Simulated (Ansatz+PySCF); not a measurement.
Results of a calculation; reference values are marked as such.
## Several solutions for singlet H₂O

```yaml
atoms:
  - { symbol: O, position_ang: [0.0000, 0.0000, -0.1795] }
  - { symbol: H, position_ang: [0.0000, 1.1313, 0.7180] }
  - { symbol: H, position_ang: [0.0000, -1.1313, 0.7180] }
```

Basis set: 6-31G* (spherical functions). Charge 0, multiplicity 1.

UHF was run from several starts with Ansatz (development build ahead of 0.2.0) and PySCF 2.14.0.

```json
{"run": "A", "program": "Ansatz", "start": "atomic start, no search", "converged": "yes", "energy (hartree)": "-75.80307", "<S²>": "0.00"}
{"run": "B", "program": "PySCF", "start": "guess 1e, instabilities followed", "converged": "yes", "energy (hartree)": "-75.82451", "<S²>": "0.84"}
{"run": "C", "program": "PySCF", "start": "guess huckel, instabilities followed", "converged": "yes", "energy (hartree)": "-75.82451", "<S²>": "0.84"}
{"run": "D", "program": "PySCF", "start": "program defaults", "converged": "yes", "energy (hartree)": "-75.80307", "<S²>": "0.00"}
{"run": "E", "program": "Ansatz", "start": "search for the lowest state", "converged": "yes", "energy (hartree)": "-75.82451", "<S²>": "0.84"}
{"run": "F", "program": "PySCF", "start": "guess atom, instabilities followed", "converged": "yes", "energy (hartree)": "-75.82451", "<S²>": "0.84"}
{"run": "G", "program": "Ansatz", "start": "stability test followed", "converged": "yes", "energy (hartree)": "-75.82451", "<S²>": "0.84"}
{"run": "H", "program": "PySCF", "start": "guess minao, instabilities followed", "converged": "yes", "energy (hartree)": "-75.82451", "<S²>": "0.84"}
```

(1) Which runs reached the lowest solution of this kind, and what is wrong with the others?

Results:

(1) B, C, E, F, G, H reached the lowest solution found. Converged but too high: A by 0.58 eV, D by 0.58 eV. Convergence only shows a stationary point, and even a stable one can lie too high; stability tests and further starts are what find lower ones. Caution: the unrestricted determinant is a mixture of spin states.
